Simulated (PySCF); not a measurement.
Rock-salt MgO: PBE at its full settings () and at cheaper ones, in a cell of 2 atoms.

```json
[
 {"level and setting": "PBE (PySCF)", "lattice parameter a (Å)": "4.257", "bulk modulus B0 (GPa)": "149", "band gap (eV)": "4.78"},
 {"level and setting": "PBE/GTH-DZVP (PySCF)", "lattice parameter a (Å)": "4.269", "bulk modulus B0 (GPa)": "148", "band gap (eV)": "4.70"},
 {"level and setting": "PBE/GTH-SZV (PySCF)", "lattice parameter a (Å)": "4.423", "bulk modulus B0 (GPa)": "121", "band gap (eV)": "2.59"},
 {"level and setting": "PBE/STO-3G (PySCF)", "lattice parameter a (Å)": "3.977", "bulk modulus B0 (GPa)": "367", "band gap (eV)": "3.25"}
]
```

Largest shifts from the full settings: lattice constant a -6.58 % (PBE/STO-3G), against a difference of +1.62 % of the full result from the reference 4.189 Å (measured, static lattice: zero-point anharmonic expansion removed; as tabulated in Mejia-Rodriguez and Trickey (2018), arXiv:1807.09216); bulk modulus +146 % (PBE/STO-3G), against a difference of -12.4 % of the full result from the reference 170 GPa (measured, 0 K value with the zero-point phonon effect removed; as tabulated in Mejia-Rodriguez and Trickey (2018), arXiv:1807.09216); band gap -2.19 eV (PBE/GTH-SZV), against a difference of -3.58 eV of the full result from the reference 8.36 eV (measured, zero-point renormalisation of 0.53 eV added back here (the table's ZPR column); inputs from Chen et al. (2018), doi:10.1103/physrevmaterials.2.073803).

The full settings aren't shown to be converged themselves.

Density-functional gaps are differences of (generalised) Kohn–Sham levels.

Cells: PBE at the level's own equilibrium cell for 2 of them, at the measured cell for 1 of them; PBE/GTH-DZVP at the level's own equilibrium cell for 2 of them, at the measured cell for 1 of them; PBE/GTH-SZV at the level's own equilibrium cell for 2 of them, at the measured cell for 1 of them; PBE/STO-3G at the level's own equilibrium cell for 2 of them, at the measured cell for 1 of them.

Run with cheap settings on purpose, which may leave them unconverged: PBE/GTH-DZVP, PBE/GTH-SZV, PBE/STO-3G.
